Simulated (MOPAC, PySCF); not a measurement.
Breaking a bond: LiF, singlet.

- PM3, restricted, heats of formation (MOPAC)
- UKS-B3LYP/6-311+G** = unrestricted B3LYP/6-311+G**, spherical d (PySCF)
- RKS-B3LYP/6-311+G** = restricted B3LYP/6-311+G**, spherical d run with PySCF

Energies are in kJ/mol, each relative to the lowest point of its own curve near equilibrium.

```json
[
 {"R / Å": "1.24", "PM3": "156.1", "UKS-B3LYP/6-311+G**": "164.7", "RKS-B3LYP/6-311+G**": "164.7"},
 {"R / Å": "1.32", "PM3": "87.4", "UKS-B3LYP/6-311+G**": "82.5", "RKS-B3LYP/6-311+G**": "82.5"},
 {"R / Å": "1.39", "PM3": "44.2", "UKS-B3LYP/6-311+G**": "38.9", "RKS-B3LYP/6-311+G**": "38.9"},
 {"R / Å": "1.48", "PM3": "11.4", "UKS-B3LYP/6-311+G**": "9.3", "RKS-B3LYP/6-311+G**": "9.3"},
 {"R / Å": "1.53", "PM3": "2.9", "UKS-B3LYP/6-311+G**": "2.1", "RKS-B3LYP/6-311+G**": "2.1"},
 {"R / Å": "1.56", "PM3": "0.5", "UKS-B3LYP/6-311+G**": "0.2", "RKS-B3LYP/6-311+G**": "0.2"},
 {"R / Å": "1.60", "PM3": "0.0", "UKS-B3LYP/6-311+G**": "0.0", "RKS-B3LYP/6-311+G**": "0.0"},
 {"R / Å": "1.65", "PM3": "3.1", "UKS-B3LYP/6-311+G**": "2.8", "RKS-B3LYP/6-311+G**": "2.8"},
 {"R / Å": "1.72", "PM3": "12.6", "UKS-B3LYP/6-311+G**": "10.9", "RKS-B3LYP/6-311+G**": "10.9"},
 {"R / Å": "1.80", "PM3": "28.7", "UKS-B3LYP/6-311+G**": "24.4", "RKS-B3LYP/6-311+G**": "24.4"},
 {"R / Å": "1.96", "PM3": "70.4", "UKS-B3LYP/6-311+G**": "58.6", "RKS-B3LYP/6-311+G**": "58.6"},
 {"R / Å": "2.11", "PM3": "115.1", "UKS-B3LYP/6-311+G**": "94.2", "RKS-B3LYP/6-311+G**": "94.2"},
 {"R / Å": "2.34", "PM3": "185.5", "UKS-B3LYP/6-311+G**": "148.1", "RKS-B3LYP/6-311+G**": "148.1"},
 {"R / Å": "2.57", "PM3": "251.7", "UKS-B3LYP/6-311+G**": "197.9", "RKS-B3LYP/6-311+G**": "197.9"},
 {"R / Å": "2.80", "PM3": "310.6", "UKS-B3LYP/6-311+G**": "242.2", "RKS-B3LYP/6-311+G**": "242.2"},
 {"R / Å": "3.15", "PM3": "384.5", "UKS-B3LYP/6-311+G**": "299.4", "RKS-B3LYP/6-311+G**": "299.4"},
 {"R / Å": "3.43", "PM3": "430.3", "UKS-B3LYP/6-311+G**": "336.9", "RKS-B3LYP/6-311+G**": "336.9"},
 {"R / Å": "3.84", "PM3": "480.7", "UKS-B3LYP/6-311+G**": "377.6", "RKS-B3LYP/6-311+G**": "380.4"},
 {"R / Å": "4.26", "PM3": "517.6", "UKS-B3LYP/6-311+G**": "404.7", "RKS-B3LYP/6-311+G**": "413.8"},
 {"R / Å": "4.64", "PM3": "542.7", "UKS-B3LYP/6-311+G**": "421.8", "RKS-B3LYP/6-311+G**": "436.6"},
 {"R / Å": "5.43", "PM3": "580.1", "UKS-B3LYP/6-311+G**": "444.7", "RKS-B3LYP/6-311+G**": "469.4"},
 {"R / Å": "6.20", "PM3": "605.8", "UKS-B3LYP/6-311+G**": "457.8", "RKS-B3LYP/6-311+G**": "489.8"}
]
```

At the longest distance, 6.20 Å, PM3 lies highest above its minimum (605.8 kJ/mol) and UKS-B3LYP/6-311+G** lowest (457.8 kJ/mol).

The restricted form behind PM3, RKS-B3LYP/6-311+G** keeps the bonding electrons paired and can't separate into open-shell fragments. The unrestricted determinant behind UKS-B3LYP/6-311+G** is spin-contaminated at 3.84 to 6.20 Å (<S²> up to 0.5, against 0.00 for a pure singlet).
